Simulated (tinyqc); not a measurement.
Worked calculation: extended Hueckel theory, for PH2+. The parameters take no account of the charge, which enters only through the electron count. Computed by tinyqc, a small Python program that keeps every step (integrals from PySCF). Settings: charge = 1, K = 2.0, multiplicity = 1. Command: `OMP_NUM_THREADS=1 python tinyqc.py 21670 21671 out.jsonl` (the two numbers bound the seeds that draw the settings). One thread of a shared host (Intel(R) Xeon(R) Processor @ 2.60GHz), about 0.01 s of CPU time with the checks.

## Overlaps

Geometry (angstrom):

| atom | x | y | z |
|---|---|---|---|
| P | 0.000000 | 0.000000 | 0.000000 |
| H | 0.000000 | 1.079000 | 0.738000 |
| H | 0.000000 | -1.079000 | 0.738000 |

Parameters chosen for this run:

| element | shell | Slater exponent | H_ii (eV) |
|---|---|---|---|
| P | 3s | 1.750000 | -18.600000 |
| P | 3p | 1.300000 | -14.000000 |
| H | 1s | 1.300000 | -13.600000 |

Slater orbitals, each expanded in six Gaussians scaled to its exponent.

overlap S:
```
           1P 3s    1P 3px     1P 3py    1P 3pz     2H 1s      3H 1s
1P 3s   1.000000  0.000000   0.000000  0.000000  0.443254   0.443254
1P 3px  0.000000  1.000000   0.000000  0.000000  0.000000   0.000000
1P 3py  0.000000  0.000000   1.000000  0.000000  0.467784  -0.467784
1P 3pz  0.000000  0.000000   0.000000  1.000000  0.319948   0.319948
2H 1s   0.443254  0.000000   0.467784  0.319948  1.000000   0.078092
3H 1s   0.443254  0.000000  -0.467784  0.319948  0.078092   1.000000
```

## Wolfsberg-Helmholz matrix

diagonal H_ii (eV): 1P 3s -18.600000, 1P 3px -14.000000, 1P 3py -14.000000, 1P 3pz -14.000000, 2H 1s -13.600000, 3H 1s -13.600000

K = 2.000000

H_ij = K' S_ij (H_ii + H_jj)/2 for i != j (the diagonal keeps H_ii), with K' = 2.

H (eV):
```
             1P 3s      1P 3px      1P 3py      1P 3pz       2H 1s       3H 1s
1P 3s   -18.600000    0.000000    0.000000    0.000000  -14.272783  -14.272783
1P 3px    0.000000  -14.000000    0.000000    0.000000    0.000000    0.000000
1P 3py    0.000000    0.000000  -14.000000    0.000000  -12.910829   12.910829
1P 3pz    0.000000    0.000000    0.000000  -14.000000   -8.830576   -8.830576
2H 1s   -14.272783    0.000000  -12.910829   -8.830576  -13.600000   -2.124106
3H 1s   -14.272783    0.000000   12.910829   -8.830576   -2.124106  -13.600000
```

## Orbitals

valence electrons = 6

Solve H C = S C e through S^(-1/2); fill by pairs from the bottom, a degenerate level sharing its electrons equally; each orbital has its largest coefficient positive (the first on a tie).

orbital energies (eV): -22.789515  -19.118800  -14.994670  -14.000000  18.654786  27.473439

occupations: 2.000000  2.000000  2.000000  0.000000  0.000000  0.000000

coefficients:
```
             MO1        MO2        MO3       MO4        MO5        MO6
1P 3s   0.622797   0.000000  -0.449217  0.000000   0.000000   1.108274
1P 3px  0.000000   0.000000   0.000000  1.000000   0.000000   0.000000
1P 3py  0.000000   0.579826   0.000000  0.000000   1.252010   0.000000
1P 3pz  0.109534   0.000000   0.861075  0.000000   0.000000   0.820193
2H 1s   0.312763   0.374053   0.106183  0.000000  -0.944763  -0.965237
3H 1s   0.312763  -0.374053   0.106183  0.000000   0.944763  -0.965237
```

sum of one-electron energies = -113.805970 eV

## Mulliken analysis

P = C n C^T; charge = valence electrons (P 5, H 1) minus the sum of (P S)_ii on the atom; overlap population = 2 sum P_ij S_ij between two atoms.

charges: 1P 0.813890, 2H 0.093055, 3H 0.093055

Overlap populations:

| pair | value |
|---|---|
| 2-1 | 0.827471 |
| 3-1 | 0.827471 |
| 3-2 | -0.009627 |
